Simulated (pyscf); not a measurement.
H₂N–SiH₂–Cl + H₂ → H₂N–SiH₃ + HCl (four-centre exchange; singlet surface; Cl–Si, H–H broken, H–Si, Cl–H formed). Structures and frequencies: ωB97X-D3(BJ)/def2-SVP in PySCF. Energies in eV from the separated reactants.

```
level                   barrier  reaction energy
----------------------  -------  ---------------
ωB97X-D3(BJ)/def2-TZVP     2.17            +1.08
PBE/def2-TZVP              1.86            +0.99
PBE0-D3(BJ)/def2-TZVP       [?]              [?]
M06-2X/def2-TZVP           2.17            +1.09
ωB97M-D3(BJ)/def2-TZVP     2.12            +0.99
HF/def2-TZVP                [?]            +0.86
```

Problem. What belongs in the gaps?

Solution. 
- PBE0-D3(BJ)/def2-TZVP, barrier: 1.96
- PBE0-D3(BJ)/def2-TZVP, reaction energy: +1.00
- HF/def2-TZVP, barrier: 2.73

The functionals in the table span 0.31 eV in this barrier, from PBE to M06-2X. One saddle was located; it need not be the lowest between these sides.
